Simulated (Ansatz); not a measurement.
```yaml
crystal:
  periodic: [false, false, false]
  atoms:
    - {symbol: Ta, position_ang: [0.000000, 0.000000, 0.000000]}
    - {symbol: N, position_ang: [0.000000, 0.000000, 2.160000]}
basis:
  gaussian: {orbitals: def2-TZVP}
hamiltonian: {xc: pbe0}
relax: {f_tol: 0.004, max_steps: 80}
```

```sh
$ ansatz run in.yaml --threads 1 --pin off --events-out ev --progress --plain --max-ram 2176MiB
```

Steps of the relaxation (energy above the last step; positions in Å, forces in eV/Å):

```
2
step 1, 3713.8 meV
Ta    0.000    0.000    0.000    0.000    0.000   10.073
N     0.000    0.000    2.160    0.000    0.000  -10.073
```

```
2
step 2, 277.0 meV
Ta    0.000    0.000    0.195    0.000    0.000    5.052
N     0.000    0.000    1.965    0.000    0.000   -5.052
```

```
2
step 3, 647.3 meV
Ta    0.000    0.000    0.310    0.000    0.000  -11.105
N     0.000    0.000    1.850    0.000    0.000   11.105
```

```
2
step 6, 0.0 meV
Ta    0.000    0.000    0.246    0.000    0.000    0.000
N     0.000    0.000    1.914    0.000    0.000    0.000
```

Close pairs at the end: Ta1–N2 1.669 Å.

A stationary point of restricted PBE0 after 6 steps (its stability towards spin polarisation wasn't tested). 17 s on 1 thread of Arm Neoverse N1, shared host.
